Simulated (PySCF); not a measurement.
Gas-phase reaction: 2 NH₃ + trisilylamine ⇌ 3 H₂SiNH + 6 H

Energies from PySCF, thermal terms from the rigid-rotor harmonic-oscillator model, ideal gas at 1 bar. † marks an energy on the PBE0/def2-TZVP geometry and frequencies; other levels use their own. MP2 and CCSD(T) freeze the core. 6-31G* has spherical d functions here. Open shells (unrestricted): H (multiplicity 2); the rest are closed-shell singlets. B3LYP is the form with VWN-RPA correlation. H₂SiNH: computed as isolated molecules; such fragments, hydroxides, amides, oligomers or adducts are transient or little studied in the gas. MP2 isn't extrapolated to the basis-set limit; its ΔH°(298 K) is 1844.2 kJ in def2-SVP and 1895.8 kJ in def2-TZVPP. CCSD(T) isn't extrapolated to the basis-set limit. The harmonic model lacks anharmonicity and excited electronic states, which grow with temperature; levels with a mode under 35 cm⁻¹ are left out. Internal rotation in trisilylamine is treated as a harmonic vibration of one conformer, which makes the entropy rough. Warning, large T1 diagnostic: H₂SiNH (CCSD(T)/def2-SVP†).

```
level               ΔE electronic, kJ  ΔH°(298 K), kJ  ΔS°(298 K), J/K  ΔG°(1400 K), kJ
------------------  -----------------  --------------  ---------------  ---------------
B3LYP/6-31G*                     2071            1932              671              929
CCSD(T)/def2-SVP†                2044            1906              674              901
HF/def2-TZVP†                    1875            1738              674              732
MP2/def2-SVP†                    1982            1844              674              839
PBE/def2-TZVP†                   1996            1858              674              853
PBE0/def2-SVP†                   2073            1936              674              930
ωB97M-V/def2-TZVP†               2111            1973              674              968
```
ΔH° is lowest at HF/def2-TZVP† and highest at ωB97M-V/def2-TZVP†. No reference value is set beside these.
